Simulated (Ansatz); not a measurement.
System: fcc Rh. Method: PBEsol (Ansatz, a program for electronic structure, plane waves, PAW).

Settings: plane-wave cutoff 520 eV, 24×24×24 k mesh, Fermi–Dirac smearing 0.05 eV, no spin polarisation, scalar-relativistic PAW data made under PBE.

Pressure at four volumes; x = ln(V/13.503 Å³). One pressure is withheld.

| V (Å³/atom) | x | P (GPa) |
|---|---|---|
| 12.693 | -0.0619 | ? |
| 12.963 | -0.0408 | 13.34 |
| 13.503 | 0.0000 | -0.04 |
| 14.313 | 0.0583 | -14.84 |

### Question
Pass a parabola P(x) through the three rows shown, estimate the bulk modulus and its pressure derivative near zero pressure, and predict the withheld pressure.

### Answer
Slopes between the rows: (-0.04 − (13.34))/(0.0000 − (-0.0408)) = -327.94 and (-14.84 − (-0.04))/(0.0583 − (0.0000)) = -253.86 GPa. Their difference over the span 0.0991 is c = 74.08/0.0991 = 747.5 GPa, so P(x) = 13.34 + (-327.94)(x − (-0.0408)) + 747.5 (x − (-0.0408))(x − (0.0000)). At the middle row B = −dP/dx = −[-327.94 + 747.5 × 0.0408] = 297.4 GPa, and B′ = dB/dP = 2c/B = 5.0. At x = -0.0619 the parabola gives 21.24 GPa; the run gives 21.35 GPa. The Birch–Murnaghan fit to the energies at all volumes has B0 = 295 GPa and B′ = 5.1.

Measured, for comparison: bulk modulus 271 GPa (corrected for temperature and zero-point phonon effects, our sources range from 271 to 289; as tabulated in Levämäki et al. (2014), arXiv:1402.3671). Computed (rounded) less measured: bulk modulus +9 % (+2 % to +9 % over the range).
